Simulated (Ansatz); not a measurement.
# Forces on a displaced structure

BH$_{2}$O$_{2}$ (SMILES [O]BO), doublet, displaced at random from a GFN2-xTB minimum.

```tsv
atom	x (Å)	y (Å)	z (Å)
O1	-0.2939	-1.4081	-0.3909
B2	-0.2595	-0.1619	-0.1711
O3	0.5134	0.7809	0.3978
H4	-1.3229	0.3547	-0.5602
H5	1.3399	0.4372	0.7381
```

Program: Ansatz 0.2.0. Basis: def2-TZVPP. Cores are frozen in the correlated methods; orbitals are unrestricted.

CCSD(T) forces from the calculation:
```tsv
atom	Fx	Fy	Fz (eV/Å)
O1	0.192	-2.882	-0.477
B2	-1.388	3.177	0.140
O3	0.952	0.265	0.416
H4	-0.002	-0.524	-0.192
H5	0.246	-0.035	0.114
```

(1) Which atom feels the largest CCSD(T) force, and how large is it?

The T1 diagnostic stays at or below 0.032. ⟨S²⟩ of the unrestricted Hartree–Fock references: 0.76 (a pure state has 0.75). These are differences at one structure, and CCSD(T) in triple zeta is itself an approximation.

Answers

(1) B2, 3.47 eV/Å, along (-0.40, 0.92, 0.04).

Root-mean-square difference of the force components from those of CCSD(T): PBE0-D4 0.290; wB97M-V 0.201; r2SCAN-D4 0.338; PBE-D4 0.504; r2SCANh-D4 0.292; B97M-V 0.304 eV/Å.

For scale, one of the runs: CCSD(T)/def2-TZVPP forces, 121 basis functions (an equivalent command: `ansatz run in.yaml --threads 4`). Hardware: 4 CPU threads, shared host. Wall time 58 s; peak host memory 2.2 GiB.
